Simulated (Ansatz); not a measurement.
Reaction (silylene formation by 1,1-elimination): `N[SiH2]S` → H₂ + `N[Si]S`

Program: Ansatz. Geometries: PBE0-D4/def2-TZVP. ΔE: electronic, gas phase. CBS: MP2 limit from def2 TZ/QZ plus the TZ coupled-cluster correction, frozen cores. This one scheme is used for every species. DFT in def2-TZVPP. B3LYP here is the variant with VWN-RPA as its local correlation; programs differ in this. HSE06 is defined as in plane-wave codes. Each species was taken in one conformer, which may not be the lowest.

`N[SiH2]S`:

```xyz
8

N    -1.131   -0.392   -0.783
Si    0.426   -0.067   -0.168
S     0.355    0.473    1.913
H    -1.457   -1.340   -0.867
H    -1.890    0.262   -0.691
H     1.078    1.075   -0.859
H     1.208   -1.309   -0.384
H     1.411    1.299    1.838
```

H₂:

```xyz
2

H    -0.213    0.257    0.166
H     0.213   -0.257   -0.166
```

`N[Si]S`:

Cartesian coordinates in Å:
```
N -0.824 0.273 0.825
Si 0.729 -0.388 0.566
S 0.766 -0.161 -1.582
H -1.465 0.636 0.136
H -1.197 0.333 1.759
H 1.992 -0.692 -1.704
```

**Question.** Is it downhill or uphill in electronic energy at CCSD(T)/CBS, and by how much? (Estimate.)

**Answer.** The calculation gave: Uphill: ΔE = +131.8 kJ/mol.

**Question.** What do these levels give: LDA (SPW92), PBE-D4, PBE0-D4, HSE06-D4, BHLYP-D4, B2PLYP, r2SCAN, B3LYP, r2SCANh, CAM-B3LYP, RPA@PBE/def2-TZVPP, HF/def2-QZVPP? (Estimate.)

**Answer.** The calculation gave: LDA (SPW92) 139.8, PBE-D4 117.9, PBE0-D4 136.7, HSE06-D4 136.2, BHLYP-D4 142.9, B2PLYP 126.8, r2SCAN 135.2, B3LYP 119.2, r2SCANh 139.4, CAM-B3LYP 134.6, RPA@PBE/def2-TZVPP 118.1, HF/def2-QZVPP 150.5 kJ/mol.

Largest T1 diagnostic among the species: 0.014.

At CCSD(T), def2-SVP lies −9.4 kJ/mol from the extrapolated value and def2-TZVPP −2.5 kJ/mol. From BLYP to BHLYP (50 % exact exchange), in def2-TZVPP and without D4, ΔE moves by +41.6 kJ/mol.
